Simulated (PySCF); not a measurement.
# Atomic charges against the basis set

Compound: C2H3F.
Cartesian coordinates in Å at the PBE0-D3(BJ)/def2-SVP level; atoms count from 1:
```
atom  x, y, z in Å
C1    -0.678   -0.133    0.077
C2     0.608    0.149   -0.079
F3     1.523   -0.779   -0.339
H4    -1.046   -1.158    0.001
H5    -1.384    0.671    0.286
H6     1.041    1.153   -0.015
```

The species is `C=CF` (C2H3F).

PBE0 throughout (PySCF), one geometry, spherical d and f functions. Geometry: PBE0-D3(BJ)/def2-SVP; no solvent, vibrations or thermal averaging.

Mulliken charges (e):

```tsv
basis	functions	C1	C2	F3	H4	H5	H6
pcSseg-0	33	-0.499	+0.139	-0.350	+0.243	+0.232	+0.236
cc-pVDZ	57	-0.115	+0.127	-0.167	+0.060	+0.060	+0.035
aug-cc-pVDZ	96	+0.363	+0.958	-0.427	-0.314	-0.308	-0.270
cc-pVTZ	132	-0.311	+0.113	-0.160	+0.131	+0.131	+0.097
IGLO-III	135	-0.252	+0.153	-0.227	+0.119	+0.111	+0.096
pcSseg-3	315	-0.164	+0.194	-0.250	+0.074	+0.059	+0.087
```

IAO charges (e):

| basis | functions | C1 | C2 | F3 | H4 | H5 | H6 |
| --- | --- | --- | --- | --- | --- | --- | --- |
| pcSseg-0 | 33 | -0.371 | +0.126 | -0.235 | +0.165 | +0.165 | +0.151 |
| cc-pVDZ | 57 | -0.380 | +0.158 | -0.254 | +0.163 | +0.165 | +0.147 |
| aug-cc-pVDZ | 96 | -0.385 | +0.158 | -0.270 | +0.169 | +0.173 | +0.155 |
| cc-pVTZ | 132 | -0.388 | +0.162 | -0.267 | +0.169 | +0.171 | +0.153 |
| IGLO-III | 135 | -0.386 | +0.160 | -0.271 | +0.170 | +0.173 | +0.155 |
| pcSseg-3 | 315 | -0.387 | +0.162 | -0.272 | +0.169 | +0.173 | +0.155 |

Q: Which scheme is steadiest as the basis changes?

A: Largest range over the bases for any column: IAO 0.04 e, Mulliken 0.86 e. IAO charges move least and Mulliken charges most, counted in e.

Q: How much do the charges still move between the two largest bases, IGLO-III and pcSseg-3?

A: At most, over all atoms: Mulliken 0.088 e, IAO 0.002 e.

Q: What do the same runs give for the total energy, the frontier levels and the dipole moment?

A: 
```json
{"basis": "pcSseg-0", "energy (Eh)": "-177.2236", "HOMO (eV)": "-7.73", "LUMO (eV)": "0.47", "μ (D)": "1.56"}
{"basis": "cc-pVDZ", "energy (Eh)": "-177.6388", "HOMO (eV)": "-7.48", "LUMO (eV)": "0.61", "μ (D)": "1.18"}
{"basis": "aug-cc-pVDZ", "energy (Eh)": "-177.6538", "HOMO (eV)": "-7.72", "LUMO (eV)": "0.07", "μ (D)": "1.29"}
{"basis": "cc-pVTZ", "energy (Eh)": "-177.6976", "HOMO (eV)": "-7.65", "LUMO (eV)": "0.35", "μ (D)": "1.24"}
{"basis": "IGLO-III", "energy (Eh)": "-177.7092", "HOMO (eV)": "-7.72", "LUMO (eV)": "0.13", "μ (D)": "1.31"}
{"basis": "pcSseg-3", "energy (Eh)": "-177.7175", "HOMO (eV)": "-7.74", "LUMO (eV)": "0.07", "μ (D)": "1.29"}
```

The dipole is fixed by the density alone, so its range of 0.38 D shows that the density itself changes with the basis, not only its division among atoms.
